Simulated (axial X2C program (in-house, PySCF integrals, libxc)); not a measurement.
# Photoelectron levels of SiP⁻ by EOM-IP-CCSD

Calculated with an axial X2C code built on PySCF integrals: two-component X2C with atomic mean-field Coulomb and Gaunt terms, Gaussian nuclei, basis P dyall-av3z, Si dyall-av3z with contracted cores.

R = 1.849 Å (0.920 times 2.010 Å, the PBE0 minimum at charge -1 for the lowest determinant).

Vertical detachment energies of SiP⁻ to the states of SiP:

```csv
Ω of SiP,vertical detachment energy (eV),above lowest (cm⁻¹),ionised spinor,one-hole weight
1/2,2.981,0,"38% Si pσ, 33% P pσ, 15% Si sσ",0.93
3/2,3.357,3032,"53% P pπ, 33% Si pπ, 7% Si dπ",0.93
1/2,3.383,3245,"54% P pπ, 33% Si pπ, 7% Si dπ",0.93
1/2,6.529,28617,"35% P pσ, 28% Si sσ, 15% P sσ",0.82
```

Question: Take the first Ω = 1/2 and Ω = 3/2 rows of π character: how far apart are they, and which lies lower?

Answer: E(3/2) − E(1/2) = 3032 − 3245 = -213 cm⁻¹ at EOM-IP-CCSD: inverted, Ω = 3/2 lower. Splittings at this level can be off by ten to twenty per cent.

This point took 7.6 s on 1 thread of Intel(R) Xeon(R) Processor @ 2.30GHz (shared host).

Reference electrons by ω block (each with its −ω partner): 1/2: 12, 3/2: 3. 10 electrons of SiP⁻ correlated (inner shells frozen), 94 natural virtual spinors (a truncated set); levels can be off by some tenths of an eV. Roots sought by Ω: (1/2: 4, 3/2: 3, 5/2: 1); the list ends where they run out and leaves out roots under 60 % one-particle weight. The solver can skip a root, and states that need a further excitation, which the method places far too high, are missing though they may lie low or lowest. T1 of the reference 0.016 (Lee–Taylor). Number of frozen shells: P 2 s, 1 p; Si 2 s, 1 p.
